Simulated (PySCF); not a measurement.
Job file and geometry (Å, from PBE0-D3(BJ)/def2-TZVP) of an NMR shielding run on Nitrogen Sulfide Cation, [NS]+, GIAO KT3/pcSseg-2 NMR shielding, non-relativistic, gas phase (PySCF 2.14.0, density-fitted response routines); density fitting, a coarse starting grid and PySCF grid level 2 are the driver's defaults:

```
$ OMP_NUM_THREADS=1 python probes_run.py task.json out

{"job": {"kind": "nmr", "xc": "KT3", "basis": "pcSseg-2", "pop": false}, "charge": 1, "multiplicity": 1}
N      0.006026     0.670349    -0.198330
S      0.011866    -0.699238     0.186210
```

Problem. What does the program print?

Solution. 
```
coarse grid: 2688 points
cycle   1  E = -456.1356472300  dE =  6.476e-01  |g| = 3.613e-01  |ddm| = 1.375e+00
cycle   2  E = -455.6888140217  dE =  4.468e-01  |g| = 1.326e+00  |ddm| = 1.103e+00
cycle   3  E = -456.1768540657  dE = -4.880e-01  |g| = 1.083e-01  |ddm| = 7.849e-01
cycle   4  E = -456.1794736320  dE = -2.620e-03  |g| = 1.625e-02  |ddm| = 9.789e-02
cycle   5  E = -456.1794959826  dE = -2.235e-05  |g| = 5.582e-03  |ddm| = 1.102e-02
cycle   6  E = -456.1795036669  dE = -7.684e-06  |g| = 7.374e-04  |ddm| = 3.193e-03
final grid: 22744 points
cycle   7  E = -456.1992275533  dE = -1.097e-04  |g| = 6.168e-03  |ddm| = 2.887e-02
cycle   8  E = -456.1992239515  dE =  3.602e-06  |g| = 5.055e-03  |ddm| = 3.067e-03
cycle   9  E = -456.1992053439  dE =  1.861e-05  |g| = 9.798e-03  |ddm| = 6.811e-03
cycle  10  E = -456.1992288231  dE = -2.348e-05  |g| = 1.455e-04  |ddm| = 4.724e-03
cycle  11  E = -456.1992288273  dE = -4.220e-09  |g| = 4.868e-05  |ddm| = 1.254e-04
cycle  12  E = -456.1992288279  dE = -5.153e-10  |g| = 6.363e-06  |ddm| = 3.961e-05
converged SCF energy = -456.1992288279

GIAO shielding tensors (ppm)
atom      isotropic    diamagn.    paramagn.     s11        s22        s33       span
  0 N     -410.832     313.502    -724.334   -785.575   -785.573    338.651   1124.226
  1 S     -119.929    1055.935   -1175.865   -706.763   -706.754   1053.729   1760.491
```

Problem. Turn these shieldings into chemical shifts. δ = σ(ref) − σ, references computed at the same level: NH3 for ¹⁵N (σref 261.05); CS2 for ³³S (σref 535.12).

Solution. Averaging equivalent atoms: N 0: 671.9; S 1: 655 ppm. Experimental scales use liquid or dissolved standards, which lie at an offset from isolated NH3 (liquid NH3: subtract about 20 ppm). Unscaled 15N shifts of sp2 nitrogen come out 20 to 40 ppm too high even then.

Size and cost of the density-fitted run: 79 basis functions, 1.4 s wall time on 1 thread of an Arm Neoverse V1, shared host; peak memory 0.32 GiB.
